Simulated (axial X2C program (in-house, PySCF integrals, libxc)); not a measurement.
Results of a calculation; reference values are marked as such.
# LiF⁻: input and output

Program: an in-house relativistic program for diatomic molecules.

Input file and command:
```json
{
 "zs": [
  9,
  3
 ],
 "q": -1,
 "bas": [
  "dyall-av3z",
  "dyall-av3z"
 ],
 "levels": [
  "PBE0",
  "HF",
  "r2SCAN"
 ],
 "cc": true,
 "r0": 1.97,
 "thr": -2.0,
 "nmax": 90,
 "npts": 10,
 "nst": 2,
 "ntry": 6
}
```
```bash
python so2c.py task.json out
```

Keys: zs atomic numbers; q charge; bas basis sets; levels methods; cc coupled cluster on or off; r0 starting distance in Å; thr threshold in hartree for freezing inner shells (an s shell follows its p shell); nmax most natural virtual spinors; npts points on the curve; nst determinants followed; ntry starts of the search. HF also brings MP2.

Output of the HF step, scalar-relativistic, at R = 1.612 Å for the state M_S = 1/2, Λ = 0. It starts from PBE0 orbitals of this distance.

```
spin-free X2C-1e  HF
basis functions 105  fitting functions 477  grid points 4355
iter        total energy     max residual
   1       -107.082833252     2.74e-02
   2       -107.090893630     4.15e-03
   3       -107.091180759     2.26e-03
   4       -107.091243469     5.48e-04
   5       -107.091260211     1.68e-04
   6       -107.091265238     5.52e-05
   7       -107.091266007     1.53e-05
   8       -107.091266065     7.75e-06
   9       -107.091266083     4.41e-06
  10       -107.091266090     1.09e-06
  11       -107.091266091     2.71e-07
converged
one-electron -170.74172935  Coulomb 66.87408734  exact exchange -12.08701409  xc functional 0.00000000  nuclear repulsion 8.86339001
correlated 9  virtual 187  natural virtual 85  E(MP2) -0.294689260  MP2 remainder -0.001918165
iter   CCSD correlation   residual
   1     -0.282393038   8.95e-02
   2     -0.287926562   3.47e-02
   3     -0.289338730   9.86e-03
   4     -0.289336060   3.22e-03
   5     -0.289305736   9.42e-04
   6     -0.289312976   3.30e-04
   7     -0.289310603   1.07e-04
   8     -0.289311180   2.37e-05
   9     -0.289311161   8.33e-06
(T) -0.009216271  T1 0.0181  D1 0.0266  max T2 0.036
```
Energies are in hartree; totals compare only within one Hamiltonian and basis. T1 in the output is the amplitude norm over the root of the electron number; divide by √2 for the Lee–Taylor value.
